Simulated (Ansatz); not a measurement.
`CCCOCF`, charge 0, multiplicity 1.

(1) Give a relaxed structure at PBE0-D4/def2-TZVP (Ansatz). (Best estimate.)

## Answers

(1) Computed: 
Z-matrix (Å, degrees):
```
C
C 1 1.519
H 1 1.094 2 111.4
H 1 1.094 2 111.4 3 -120.1
H 1 1.091 2 111.1 3 119.9
C 2 1.515 1 111.3 3 60.7
H 2 1.092 1 110.5 3 -61.1
H 2 1.094 1 110.4 3 -178.9
O 6 1.421 2 113.3 1 175.4
H 6 1.099 2 110.5 1 -61.4
H 6 1.094 2 110.0 1 57.3
C 9 1.359 6 115.9 2 91.3
F 12 1.387 9 112.0 6 -74.7
H 12 1.099 9 112.1 6 44.3
H 12 1.092 9 107.7 6 167.7
```
This is one stationary point; other conformers may exist.
